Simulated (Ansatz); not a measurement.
Geometry optimisation, Ansatz, RKS PBE0/def2-SVPD.

Input file:

```yaml
crystal:
  periodic: [false, false, false]
  atoms:
    - { symbol: "N", position_ang: [-0.6746, 0.69897, -1.083] }
    - { symbol: C, position_ang: [0.36098, 0.458, -0.31558] }
    - { symbol: S, position_ang: [-0.20189, -0.82679, 1.4696] }
    - { symbol: H, position_ang: [-0.96558, 0.04628, -1.79846] }
    - { symbol: H, position_ang: [-1.32786, 1.4387, -0.86182] }
    - { symbol: H, position_ang: [0.21334, 1.22674, -1.20389] }
    - { symbol: H, position_ang: [1.11255, -0.22357, -0.69176] }
    - { symbol: H, position_ang: [-0.01871, -2.03562, 0.92391] }
    - { symbol: H, position_ang: [1.00358, -0.82662, 2.04916] }
total_charge: 1
basis:
  gaussian: { orbitals: def2-SVPD }
hamiltonian:
  xc: pbe0
relax:
  f_tol: 0.02
  max_steps: 50
```

Launched with:

```bash
$ ansatz run input.yaml --threads 2 --pin off --max-ram 3072MiB --backend cpu --events-out ev --progress --plain --runs-dir out
```

Task: Where does it end, and by what steps?

Result: The forces met the threshold. Limits of this set-up: the dipole of an ion depends on the origin. After 12 steps the energy has fallen by 3.027 eV; H6 moved furthest, 0.51 Å. Parted: C2–H6. Joined: C2–S3.

```tsv
step	energy less start (eV)	largest force component (eV/Å)	accepted
0	0.0000	7.079	yes
1	-0.9121	3.965	yes
2	-1.5189	1.782	yes
3	-1.7314	3.123	yes
4	-2.4262	2.853	yes
5	-2.8938	1.112	yes
6	-2.9991	0.487	yes
7	-2.9340	1.672	no
8	-3.0247	0.118	yes
9	-3.0242	0.188	no
10	-3.0263	0.083	yes
11	-3.0266	0.028	yes
12	-3.0267	0.006	yes
```

```xyz
9
Properties=species:S:1:pos:R:3
N -0.506 0.763 -1.054
C 0.450 -0.005 -0.247
S -0.162 -0.699 1.139
H -0.927 0.258 -1.847
H -1.282 1.119 -0.483
H -0.047 1.597 -1.441
H 1.312 -0.385 -0.787
H -0.151 -2.082 1.119
H 0.814 -0.611 2.090
```

Whether the end is a true minimum wasn't checked by a vibrational analysis.

Time of the run: 30 s on 2 threads of Arm Neoverse V1 (shared host), peak memory 0.2 GiB.
